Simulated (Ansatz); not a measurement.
# AlH2Si: the cost of one run

Computed with Ansatz 0.2.0, Gaussian basis. Level: def2-TZVPP, core rule «outside noble gas», up to 10 orbitals frozen.

Plan: UHF; ROHF; CCSD(T) on UHF.

### Step 1. The system

The geometry is a PBE0/def2-TZVP stationary point (not a proven minimum) of the parent state, kept for this charge and spin.

4 atoms, charge 0, spin multiplicity 2.

Atoms are counted from 1 here; the program's logs count them from 0.

Bond lengths: Si1–Al2 2.337 Å, Si1–H3 1.490 Å, Si1–H4 1.490 Å. Angles: Al2–Si1–H3 125.4°, Al2–Si1–H4 125.4°, H3–Si1–H4 109.2°.

### Step 2. UHF

in.yaml

```yaml
crystal:
  periodic: [false, false, false]
  atoms:
    - {symbol: Si, position_ang: [0.000000, 0.000000, 1.074378]}
    - {symbol: Al, position_ang: [0.000000, 0.000000, -1.263082]}
    - {symbol: H, position_ang: [0.000000, 1.214383, 1.937350]}
    - {symbol: H, position_ang: [0.000000, -1.214383, 1.937350]}
basis:
  gaussian: {orbitals: def2-TZVPP}
magnetization: {spin_polarized: true, initial_magnetization: 1}
hamiltonian: {xc: hf}
output: {orbitals: {seedname: orbitals}}
```

Started as:

```
ansatz run in.yaml --threads 1 --pin off --events-out ev --progress --plain --max-ram 4096MiB --backend cpu
```

**Question.** How long does this run take on 1 thread of AMD EPYC 7R13, shared host, and how much memory does it need?

About 6 s, with a peak of 0.26 GiB.
